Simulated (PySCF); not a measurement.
C₃H₅N₃.
Structure used (GFN2-xTB), in Å, numbered top down from 1:
```
atom  x, y, z in Å
C1    -1.6549    0.0370    0.1109
N2    -0.2446   -0.1943    0.0178
C3     0.7566    0.7122   -0.0527
C4     1.8971   -0.0528   -0.1338
N5     1.5307   -1.3474   -0.1095
N6     0.2581   -1.4217   -0.0194
H7    -1.8823    0.6663    0.9726
H8    -2.0246    0.5236   -0.7937
H9    -2.1411   -0.9300    0.2254
H10    0.5872    1.7680   -0.0380
H11    2.9232    0.2419   -0.2055
```

Computed, not measured: PySCF 2.14.0, density-fitted response routines, TDDFT B3LYP/def2-SVPD, vertical, gas phase, core orbitals frozen in the response.

Each state is given a Gaussian of 0.25 eV full width at half maximum, with ε(max) = 2.175×10⁸ f / Δν̃ (Δν̃ the width in cm⁻¹). The width is an assumption, not a result. The curve ends short of the highest state used, and states not computed would add to its high-energy end.

```csv
λ (nm),ε (L mol⁻¹ cm⁻¹)
178.9,2771
180.3,4242
181.7,5912
183.1,7412
184.4,8692
185.8,9923
187.2,10460
188.6,9649
190.0,7527
191.4,4896
192.8,2651
194.2,1199
195.6,456
197.0,147
198.3,44
199.7,11
201.1,2
202.5,0
203.9,0
205.3,0
206.7,0
208.1,1
209.5,2
210.9,6
212.3,17
213.6,38
215.0,79
216.4,142
217.8,225
219.2,315
220.6,391
222.0,434
223.4,430
224.8,384
226.2,309
227.5,231
228.9,154
230.3,94
231.7,52
233.1,27
234.5,13
235.9,6
237.3,2
238.7,1
```

Task: Locate the maxima and give the states behind the curve.

Result: 223 nm (5.57 eV), ε about 440, made up of S1 (100%); 187 nm (6.63 eV), ε about 10000, made up of S2 (87%) (ε in L mol⁻¹ cm⁻¹; maxima over ε = 5, shares over 10%). The states used: S1 5.57 eV (f 0.0041); S2 6.60 eV (f 0.087); S3 6.79 eV (f 0.0066); S4 6.79 eV (f 0.019); S5 6.81 eV (f 0.021); S6 7.15 eV (f 0.030); S7 7.33 eV (f 0.0026); S8 7.53 eV (f 0.0023).

Task: What would ε be at 6.63 eV, the highest of these maxima, with half the width (0.125 eV)?

Result: About 16000 L mol⁻¹ cm⁻¹ against 10500, a factor of about 1.5; a lone state at its own centre would give exactly 2.

Task: On this curve, what absorbance would a 10⁻⁵ mol/L sample give at 222 nm over a 1 cm path?

Result: 222 nm is 5.585 eV, where ε is about 430 L mol⁻¹ cm⁻¹, so A = ε c l ≈ 0.0043 (Beer–Lambert, with the gas-phase spectrum and the assumed width).

Task: Coming from long wavelengths, where does ε first pass 100 L mol⁻¹ cm⁻¹?

Result: At about 230 nm (5.39 eV), 0.18 eV below S1.
